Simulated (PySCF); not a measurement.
Compound: P₂H₄.
SMILES: `PP`

Level: wB97X-D/def2-SVPD in PySCF, non-relativistic, on one gas-phase PBE0-D3(BJ)/def2-SVP geometry that isn't relaxed in the solvent. The solvent is an IEF-PCM continuum (Bondi radii, 1.10 Å for H, scaled by 1.2), and excitations are vertical TDDFT with non-equilibrium linear response and a frozen core. The model holds no explicit solvent molecules, cavitation or dispersion.

Gas-phase singlets (H = HOMO, L = LUMO):

```json
{"state": "S1", "E (eV)": "5.765", "λ (nm)": "215", "f": "0.223", "leading configurations": "H→L 94%"}
{"state": "S2", "E (eV)": "6.083", "λ (nm)": "204", "f": "0.000", "leading configurations": "H→L+1 98%"}
{"state": "S3", "E (eV)": "6.400", "λ (nm)": "194", "f": "0.000", "leading configurations": "H→L+2 98%"}
{"state": "S4", "E (eV)": "6.447", "λ (nm)": "192", "f": "0.027", "leading configurations": "H→L+3 97%"}
{"state": "S5", "E (eV)": "7.704", "λ (nm)": "161", "f": "0.097", "leading configurations": "H→L+4 80%, H-1→L+1 12%"}
```

Task: What are the lowest 5 singlets in chloroform (ε = 4.711)?

Result: 
```csv
state,E (eV),λ (nm),f,leading configurations,change by rank (eV)
S1,5.661,219,0.332,H→L 96%,-0.104
S2,6.143,202,0.000,H→L+1 98%,+0.060
S3,6.403,194,0.000,H→L+2 98%,+0.003
S4,6.551,189,0.045,H→L+3 97%,+0.104
S5,7.721,161,0.000,"H-1→L 85%, H→L+5 9%",+0.017
```

Task: The ground-state energy changes by -0.057 eV from gas to chloroform. By how much does the total energy of gas-phase S1 change?

Result: E(S1) = E(S0) + excitation energy, so it changes by -0.057 − 0.104 = -0.161 eV: it is lowered more than the ground state, which is what a red shift means. This is the vertical state, with the slow part of the continuum still set for S0.

Task: How do the frontier levels move from gas to chloroform?

Result: 
```csv
orbital,gas (eV),solvent (eV),change (eV)
LUMO+2,2.24,2.38,+0.14
LUMO+1,1.92,2.08,+0.16
LUMO,1.42,1.51,+0.09
HOMO,-8.69,-8.63,+0.06
HOMO-1,-11.16,-11.06,+0.10
HOMO-2,-11.44,-11.27,+0.17
HOMO-3,-12.11,-11.92,+0.19
```

The HOMO–LUMO gap goes from 10.11 to 10.14 eV.

Shape of the structure used: `[PH2:1][PH2:2]`: H–P1–P2–H 178°, H–P1–P2–H 86°.

Note: wB97X-D ran without an empirical dispersion term, which enters the total energy and its gradient alone.
